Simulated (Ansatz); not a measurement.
CH₅AlS, SMILES [CH3][AlH][SH], a rigid torsion scan

Computed with the Ansatz DFT code, driven from Python.

At the Python prompt:
```pycon
>>> import ansatz as az
>>> from ase import Atoms
>>> config = {
...     "basis_set": "def2-SVP",
...     "xc": "r2scan0",
...     "force_tol": 0.02,
... }
>>> atoms = Atoms(["C", "Al", "S", "H", "H", "H", "H", "H"], positions=[
...     (-0.6878, 0.9308, -0.4191),
...     (0.8014, -0.1651, 0.1094),
...     (0.5023, -1.7408, 1.6989),
...     (-0.4185, 2.0522, -0.2464),
...     (-1.6286, 0.683, 0.1425),
...     (-0.9434, 0.8437, -1.512),
...     (2.2542, 0.0368, -0.5843),
...     (0.2125, -2.6977, 0.7552),
... ])
>>> first = (
...     az.Crystal.molecule_from_ase(atoms).calculation()
...     .basis(gaussian=config["basis_set"])
...     .functional(config["xc"])
...     .relax(force_tolerance=config["force_tol"], max_steps=80)
... )
>>> atoms.positions = first.run().report["positions_ang"]
>>> start = atoms.get_dihedral(0, 1, 2, 7)
>>> energies = {}
>>> for turn in range(0, 360, 30):
...     turned = atoms.copy()
...     turned.set_dihedral(0, 1, 2, 7, start + turn, indices=[2, 7])
...     base = (
...         az.Crystal.molecule_from_ase(turned).calculation()
...         .basis(gaussian=config["basis_set"])
...         .functional(config["xc"])
...     )
...     energies[round((start + turn) % 360)] = base.run().report["free_energy_ev"]
...
>>> floor = min(energies.values())
>>> print("dihedral C0-Al1-S2-H7 (deg)   E - E(min) (kJ/mol)")
dihedral C0-Al1-S2-H7 (deg)   E - E(min) (kJ/mol)
>>> for angle, e in sorted(energies.items()):
...     print(f"{angle:8d} {96.485332 * (e - floor):14.3f}  " + "#" * int(30 * (e - floor) / max(max(energies.values()) - floor, 1e-9)))
...
       0          1.902  #
      30          9.070  ########
      60         24.271  ######################
      90         32.158  #############################
     120         23.342  #####################
     150          7.442  ######
     180          0.000
     210          7.442  ######
     240         23.348  #####################
     270         32.165  ##############################
     300         24.254  ######################
     330          9.029  ########
```

The settings weren't tested for convergence. The scan is rigid and the energies are electronic, in a modest basis. With rigid groups the curve can differ much from the relaxed path, the start wasn't checked as a minimum of this torsion, and equivalent turns needn't return to the same energy. Run time: 94 s on 1 thread of Arm Neoverse V2, on a shared host, peak memory 0.23 GiB.
